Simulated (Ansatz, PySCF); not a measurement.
Molecule: singlet silylene, SiH₂, net charge 0, singlet state. SMILES: [SiH2]
Geometry from a B3LYP-D3(BJ)/def2-TZVP (Ansatz, a first-principles code) optimisation:
```
Si
H 1 1.5232
H 1 1.5232 2 91.51
```
Charge 0, spin multiplicity 1.

Wanted: enthalpy of formation at 298 K, in kcal/mol. Terms: non-relativistic; six Cartesian d functions in 6-31G* and its kin unless marked 5d; dispersion terms only where a functional's name holds one; UHF or UKS for open shells; no spin-orbit coupling. Ab initio and DFT rows: single points at B3LYP-D3(BJ) geometries (Ansatz), with unscaled harmonic terms from B3LYP/6-31G* at its own minima, enthalpies of formation by atomisation with measured atoms.

| species | coefficient | E at B3LYP/6-31G* (Ansatz), Eh | E at M06-2X/def2-TZVPD (PySCF), Eh | H(298 K) - E, kcal/mol |
|---|---|---|---|---|
| [SiH2] (SiH2) | +1 | -290.61311 | -290.58982 | 9.73 |
| H atom | -2 | -0.50027 | -0.49815 | - |
| Si atom | -1 | -289.37173 | -289.34926 | - |

The atoms take no thermal term, since their enthalpies of formation at 0 K are used: the result is the sum of coefficient times E, plus the molecule's thermal term, plus number times (enthalpy of formation minus H(298) - H(0)) over the atoms. Measured values of the atoms (G2/97 table in ASE), kcal/mol:

```tsv
atom	number	enthalpy of formation of the gas at 0 K	H(298) - H(0) of the element's standard state
H	2	51.63	1.01
Si	1	106.60	0.76
```

Measured values: G2/97 table in ASE (Curtiss et al.); they hold spin-orbit and core effects, anharmonicity.  Value to compare with, the measured value: 65.2 kcal/mol. 1 Eh = 627.5095 kcal/mol.

Task: Compute it at each level from the table, and compare with the measured value.

Result: 
- B3LYP/6-31G*: the sum of coefficient times E is -0.24084 Eh, or -151.13 kcal/mol; the thermal terms add 9.73; the atoms' measured terms add 207.08. Result: 65.7 kcal/mol. Its error against the measured value is 0.5 kcal/mol.
- M06-2X/def2-TZVPD: the sum of coefficient times E is -0.24426 Eh, or -153.28 kcal/mol; the thermal terms add 9.73; the atoms' measured terms add 207.08. Result: 63.5 kcal/mol. Its error against the measured value is -1.7 kcal/mol.
